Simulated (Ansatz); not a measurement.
# SiN radical: one species, many methods

The task here is to estimate one member of a computed series from the others.

Method: functionals in def2-TZVPP, the program's frozen cores in correlated methods; program: Ansatz 0.2.0, Gaussian basis.

Plan: LDA (SPW92), PBE-D4, revPBE-D4, BLYP-D4, r2SCAN-D4, B97M-V, PBE0-D4, B3LYP-D4, r2SCANh-D4, r2SCAN0-D4, HSE06-D4, BHLYP-D4, CAM-B3LYP-D4, LC-ωPBE, ωB97X-V, ωB97M-V, B2PLYP, PBE-QIDH; CCSD(T)/def2-SVP; CCSD(T)/def2-TZVPP; CCSD(T)/def2-QZVPP; extrapolation to the limit; RPA on PBE.

### The relaxed structure

All runs share one geometry, relaxed beforehand with PBE0-D4 in a triple-zeta def2 set.

SMILES `N#[Si]`, 2 atoms, charge 0, spin multiplicity 2.

Atoms are counted from 1 here; the program's logs count them from 0.

Bond lengths: N1–Si2 1.564 Å.

The first run:

File in.yaml:

```yaml
crystal:
  periodic: [false, false, false]
  atoms:
    - {symbol: N, position_ang: [0.667547, -0.219202, 0.343031]}
    - {symbol: Si, position_ang: [-0.667547, 0.219202, -0.343031]}
basis:
  gaussian: {orbitals: def2-TZVPP}
magnetization: {spin_polarized: true, initial_magnetization: 1}
hamiltonian: {xc: lda}
output: {orbitals: {seedname: orbitals}}
```

The run is started by

```console
ansatz run in.yaml --threads 2 --pin off --events-out ev --progress --plain --max-ram 32768MiB --backend cpu
```

Steps of the session up to this table: LDA; PBE-D4 (GGA); revPBE-D4 (GGA); BLYP-D4 (GGA); r2SCAN-D4 (meta-GGA); B97M-V (meta-GGA); B3LYP-D4 (hybrid); r2SCANh-D4 (hybrid); r2SCAN0-D4 (hybrid); HSE06-D4 (hybrid); BHLYP-D4 (hybrid); CAM-B3LYP-D4 (range-separated); LC-ωPBE (range-separated); ωB97X-V (range-separated); ωB97M-V (range-separated); B2PLYP (double hybrid); PBE-QIDH (double hybrid).

One table of the session follows, with a row left open; its other results are not shown here.

It belongs to the step «Frontier levels by functional». 

| functional | HOMO (eV) | LUMO (eV) | gap (eV) |
| --- | --- | --- | --- |
| LDA (SPW92) | -6.87 | -6.33 | 0.54 |
| PBE-D4 | -6.78 | -5.94 | 0.85 |
| revPBE-D4 | -6.74 | -5.84 | 0.89 |
| BLYP-D4 | -6.60 | -5.85 | 0.74 |
| r2SCAN-D4 | -7.04 | -5.48 | 1.56 |
| B97M-V | -6.95 | -5.46 | 1.49 |
| PBE0-D4 | -7.93 | -4.57 | 3.36 |
| B3LYP-D4 | -7.67 | -4.97 | 2.70 |
| r2SCANh-D4 | -7.45 | -4.95 | 2.50 |
| r2SCAN0-D4 | -8.07 | -4.15 | 3.92 |
| HSE06-D4 | -7.52 | -4.97 | 2.56 |
| BHLYP-D4 | -8.91 | -3.37 | 5.54 |
| CAM-B3LYP-D4 | -9.25 | -3.42 | 5.83 |
| LC-ωPBE | ? | ? | ? |
| ωB97X-V | -10.29 | -2.42 | 7.87 |
| ωB97M-V | -10.08 | -2.49 | 7.60 |

**Question.** Estimate the row for LC-ωPBE.

As computed: HOMO (eV): -10.72; LUMO (eV): -2.08; gap (eV): 8.64. In the column «HOMO (eV)» it is the lowest.
